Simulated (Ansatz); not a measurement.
Two isomers of C5H8O: A = `CC(=O)C1CC1`, B = `C#CCOCC`.

Isolated molecules relaxed with PBE0-D4/def2-TZVP in Ansatz; ΔE leaves out vibrations. CCSD(T)/CBS adds triple-zeta CCSD(T) − MP2 to the extrapolated MP2 energy (def2 sets, frozen cores). Functionals use def2-TZVPP. One conformer a species, not always the lowest.

Task: Which is lower in electronic energy at CCSD(T)/CBS, and by how much? (Estimate.)

Result: The calculation gave: A, by 36.3 kcal/mol.

Task: Give E(B) − E(A) in kcal/mol with ωB97M-V, PBE0-D4, LDA (SPW92), HF/def2-TZVPP, MP2/def2-TZVPP, CCSD/def2-TZVPP, PBE-D4. (Best estimate.)

Result: Ansatz gave: ωB97M-V 39.6, PBE0-D4 43.8, LDA (SPW92) 45.4, HF/def2-TZVPP 34.7, MP2/def2-TZVPP 38.7, CCSD/def2-TZVPP 36.7, PBE-D4 42.8. None reverses the order clearly.

Task: Does the order hold for the free energy at 298.15 K (harmonic terms from PBE0-D4)? (An estimate is asked.)

Result: Ansatz gave: Yes: G(B) − G(A) = +35.0 kcal/mol, for one conformer each.

Largest T1 diagnostic: 0.013.

Leaving LDA and LC-ωPBE aside and taking each functional with its dispersion term where it has one, the values, not all of them listed here, spread over 7.9 kcal/mol, from BLYP-D4 to PBE0-D4. LDA lies +3.1 kcal/mol from PBE without D4. At CCSD(T), def2-SVP lies +4.8 kcal/mol from the extrapolated value and def2-TZVPP +0.7 kcal/mol.
